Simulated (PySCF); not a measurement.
Problem. What does the PBE0-D3(BJ)/def2-TZVP structure of `CC(C)(C)S` look like in three dimensions?

Solution. 
```
atom  x, y, z in Å
C1    -0.0493    1.1792   -0.8125
C2     0.0697    0.0481    0.1977
C3     0.6637   -1.1927   -0.4519
C4    -1.2931   -0.2705    0.7999
S5     1.1093    0.5767    1.6162
H6    -0.7154    0.8821   -1.6293
H7    -0.4523    2.0795   -0.3466
H8     0.9231    1.4247   -1.2456
H9     0.7553   -2.0061    0.2694
H10    0.0226   -1.5273   -1.2745
H11    1.6554   -0.9873   -0.8609
H12   -1.2192   -1.0627    1.5481
H13   -1.7327    0.6109    1.2717
H14   -1.9699   -0.6098    0.0113
H15    2.2176    0.8445    0.9063
```

Orientation and origin are arbitrary. Atoms count from 1 in this order. S5 (thiol sulfur) is bent (angle 96.7°). All 3 C–C bonds measure 1.521 to 1.524 Å.

Bonds between heavy atoms (Å): C1–C2 1.521, C2–C3 1.521, C2–C4 1.524, C2–S5 1.836.

The calculation used PySCF 2.14.0, PBE0-D3(BJ)/def2-TZVP geometry optimisation, gas phase.

No PBE0-D3(BJ)/def2-TZVP frequencies stand behind this structure, so it isn't proved a minimum.
